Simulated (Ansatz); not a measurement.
Ansatz results at the PBE0-D4/def2-TZVP geometry: size of the dipole moment (B3LYP/def2-TZVPP) 0.00 D; size of the dipole moment (PBE/def2-TZVPP) 0.00 D; size of the dipole moment (ωB97M-V/def2-TZVPP) 0.00 D.

Which molecule gave them?
A. `S=S` (triplet)
B. `O=BCl`
C. `C1CCSCC1`
D. `CCCSCC`

A. The others give `C1CCSCC1`: 1.76, 1.75, 1.76; `O=BCl`: 2.78, 2.64, 2.80; `CCCSCC`: 1.65, 1.64, 1.64.

B3LYP here is the variant with VWN-RPA as its local correlation; programs differ in this.
